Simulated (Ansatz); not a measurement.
**NS⁺, singlet: the ladder up to full CI**

Geometry: a point of a stretch scan, not a stationary point.

```csv
atom,x (Å),y (Å),z (Å)
N,0.0000,0.0000,0.0000
S,0.0000,0.0000,1.3060
```

Basis 6-31G; Ansatz 0.2.0. Only valence electrons are correlated (noble-gas cores frozen), which leaves 10 electrons in 16 orbitals. R marks a restricted (for open shells ROHF) determinant, U an unrestricted one. Active spaces: valence = (10e, 8o) chosen from the atoms' valence shells; pair = (2e, 2o) about the gap.

Full CI is exact within this basis and frozen core; it isn't the basis-set limit. The frozen core follows each run's orbitals, which can shift R against U totals by a few meV.

```
UHF ⟨S²⟩                          : 0.083
T1 diagnostic (RCCSD)             : 0.0142
largest doubles amplitude (RCCSD) : 0.124
```

| level | E − E(RHF) (eV) |
| --- | --- |
| UHF | -0.0041 |
| RMP2 | -5.4182 |
| RCCSD | -5.1434 |
| RCCSD(T) | -5.3067 |

Q: Estimate how far full CI in 6-31G lies from RCCSD(T). The table doesn't fix it; the size of (T) and the diagnostics are the guide.

A: Full CI in 6-31G lies 55 meV below RCCSD(T), which is 34 % of the (T) step (-163 meV). A doubles amplitude is large, RHF is unstable towards spin polarisation, and the rest is a large part of (T). The miss exceeds 1 kcal/mol.

The other levels:

```
                   level  E − E(full CI) (meV)  share of correlation (%)  wall time
                    CISD                   579                     89.20     0.36 s
                 BCCD(T)                    55                     98.98     0.33 s
                  RCCSDT                    52                     99.02          –
                  CISDTQ                    36                     99.34      1.5 s
               RCCSDT(Q)                    -1                    100.03     0.73 s
                 RCCSDTQ                     5                     99.90      4.7 s
     CASSCF (pair space)                  4451                     16.99          –
     NEVPT2 (pair space)                   171                     96.82     0.39 s
     MRCISD (pair space)                   464                     91.35          –
   MRCISD+Q (pair space)                   160                     97.01     0.51 s
  CASSCF (valence space)                  1324                     75.31          –
  NEVPT2 (valence space)                   314                     94.14      1.5 s
  MRCISD (valence space)                    38                     99.28          –
MRCISD+Q (valence space)                    12                     99.78      2.2 s
```

The correlation energy at full CI, counted from RHF, is -5.362 eV. That run took 23 s on 1 thread of Arm Neoverse V1, shared host over 4,777,056 determinants.

Times hold each run's SCF and search for its determinant on a shared host, so for small cases they say little of a method's own cost; they ran on 1 thread of Arm Neoverse V1.

More than 5 meV below full CI, which no variational method can be: RMP2.

The full-CI state has the irrep A1 of C2v, in the program's axes (one component, if the state is degenerate).

Natural occupations of full CI about the gap: 1.990 1.973 1.967 1.921 1.921 0.085 0.085 0.027 0.012 0.004; effectively unpaired electrons, Σ n²(2−n)², 0.11.
